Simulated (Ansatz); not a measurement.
**CH5NO: one species, many methods**

An exercise on one series of results from a longer session: the logs are not shown, and one member is left open.

Program: Ansatz 0.2.0, Gaussian basis. Level of theory: functionals in def2-TZVPP, the program's frozen cores in correlated methods. These are calculated values, not measurements.

The runs, in order: LDA (SPW92), PBE-D4, revPBE-D4, BLYP-D4, r2SCAN-D4, B97M-V, PBE0-D4, B3LYP-D4, r2SCANh-D4, r2SCAN0-D4, HSE06-D4, BHLYP-D4, CAM-B3LYP-D4, LC-ωPBE, ωB97X-V, ωB97M-V, B2PLYP, PBE-QIDH; CCSD(T)/def2-SVP; CCSD(T)/def2-TZVPP; CCSD(T)/def2-QZVPP; extrapolation to the limit; RPA on PBE.

### The geometry

The geometry comes from an earlier relaxation with PBE0-D4 in a triple-zeta def2 set; it is a stationary point, not always the lowest conformer.

8 atoms, charge 0, spin multiplicity 1.

Atoms are counted from 1 here; the program's logs count them from 0.

Bond lengths: C1–O2 1.406 Å, C1–H4 1.095 Å, C1–H5 1.095 Å, C1–H6 1.092 Å, O2–N3 1.417 Å, N3–H7 1.017 Å, N3–H8 1.017 Å. Angles: O2–C1–H4 111.5°, O2–C1–H5 111.5°, O2–C1–H6 106.0°, H4–C1–H5 108.8°, H4–C1–H6 109.5°, H5–C1–H6 109.5°, C1–O2–N3 108.7°, O2–N3–H7 104.6°, O2–N3–H8 104.6°, H7–N3–H8 106.1°.

Set-up of the first run:

File in.yaml:

```yaml
crystal:
  periodic: [false, false, false]
  atoms:
    - {symbol: C, position_ang: [-0.635615, 0.746141, -0.298683]}
    - {symbol: O, position_ang: [0.120463, 0.121142, 0.708833]}
    - {symbol: N, position_ang: [0.779712, -1.002338, 0.150247]}
    - {symbol: H, position_ang: [-1.396928, 0.071874, -0.705811]}
    - {symbol: H, position_ang: [0.000706, 1.096857, -1.118480]}
    - {symbol: H, position_ang: [-1.121621, 1.600202, 0.176786]}
    - {symbol: H, position_ang: [1.763840, -0.849450, 0.355413]}
    - {symbol: H, position_ang: [0.489433, -1.784418, 0.731695]}
basis:
  gaussian: {orbitals: def2-TZVPP}
hamiltonian: {xc: lda}
output: {orbitals: {seedname: orbitals}}
```

Run with:

```
$ ansatz run in.yaml --threads 2 --pin off --events-out ev --progress --plain --max-ram 32768MiB --backend cpu
```

Steps of the session up to this table: LDA; PBE-D4 (GGA); revPBE-D4 (GGA); BLYP-D4 (GGA); r2SCAN-D4 (meta-GGA); B97M-V (meta-GGA); PBE0-D4 (hybrid); B3LYP-D4 (hybrid); r2SCANh-D4 (hybrid); r2SCAN0-D4 (hybrid); HSE06-D4 (hybrid); BHLYP-D4 (hybrid); CAM-B3LYP-D4 (range-separated); LC-ωPBE (range-separated); ωB97X-V (range-separated); ωB97M-V (range-separated); B2PLYP (double hybrid); PBE-QIDH (double hybrid).

One of the session's tables, all rows but one given; the rest of the session is left out.

It belongs to the step «Frontier levels by functional». 

| functional | HOMO (eV) | LUMO (eV) | gap (eV) |
| --- | --- | --- | --- |
| LDA (SPW92) | -5.95 | 0.30 | 6.25 |
| PBE-D4 | -5.82 | 0.36 | 6.18 |
| revPBE-D4 | ? | ? | ? |
| BLYP-D4 | -5.74 | 0.27 | 6.02 |
| r2SCAN-D4 | -6.14 | 1.27 | 7.40 |
| B97M-V | -6.32 | 0.61 | 6.93 |
| PBE0-D4 | -7.41 | 1.20 | 8.61 |
| B3LYP-D4 | -7.18 | 0.80 | 7.97 |
| r2SCANh-D4 | -6.73 | 1.50 | 8.23 |
| r2SCAN0-D4 | -7.64 | 1.82 | 9.45 |
| HSE06-D4 | -7.00 | 0.83 | 7.83 |
| BHLYP-D4 | -8.96 | 1.74 | 10.70 |
| CAM-B3LYP-D4 | -8.93 | 1.89 | 10.83 |
| LC-ωPBE | -10.33 | 3.23 | 13.57 |
| ωB97X-V | -9.96 | 3.05 | 13.02 |
| ωB97M-V | -9.89 | 2.54 | 12.43 |

Estimate the missing values for revPBE-D4.

The run gave: HOMO (eV): -5.76; LUMO (eV): 0.39; gap (eV): 6.15. In the column «HOMO (eV)» it lies between PBE-D4 (-5.82) and BLYP-D4 (-5.74).
